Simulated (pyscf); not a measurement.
Optimised with ωB97X-D3(BJ)/def2-SVP in PySCF.

Question: Estimate by transition-state theory the rate constant of silanol (HO–SiH₃) + silanol (HO–SiH₃) → HO–SiH₂–OH + silane (SiH₄) (singlet surface; O–Si, H–Si broken, O–Si, H–Si formed) at 900 K, with ωB97M-D3(BJ)/def2-TZVP energies (ideal gas, 1 atm, RRHO with modes under 100 cm⁻¹ raised to 100, one conformer, R ln 2 for chiral ones without a mode under 150 cm⁻¹; no tunnelling).

Answer: The electronic barrier is 20.3 kcal/mol and the thermal terms add +40.8, so ΔG‡ = 61.1 kcal/mol. With k_BT/h = 1.88e+13 s⁻¹ and RT = 1.788 kcal/mol, and a volume of 1.23e-19 cm³ per molecule at 1 atm, k = 3.4e-21 cm³ molecule⁻¹ s⁻¹. Wigner's tunnelling factor for 130i cm⁻¹ would be 1.00. A shift of 1 kcal/mol in the barrier changes k by a factor 1.7. This is the saddle that the search found; another between the same sides may lie lower.
